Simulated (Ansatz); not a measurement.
Two shapes of singlet COS.

Shape 1:

```xyz
3

O     0.0000    0.0000   -1.6821
C     0.0000    0.0000   -0.5257
S     0.0000    0.0000    1.0382
```

Shape 2:

```xyz
3

O     0.0000    0.0000   -1.8167
C     0.0000    0.0000   -0.5677
S     0.0000    0.0000    1.1212
```

Basis set: 6-31G* (spherical functions). Correlated methods keep 7 orbitals frozen. Charge 0, multiplicity 1.

Computed with Ansatz (development build ahead of 0.2.0); each method stands on the lowest determinant of its kind that the runs found.

**Question.** Which shape is lower in energy, and by how much in each method?

**Answer.**

| method | E(2) − E(1) (eV) |
| --- | --- |
| RHF | 1.024 |
| RHF-MP2 | 0.505 |

Shape 1 is lower.
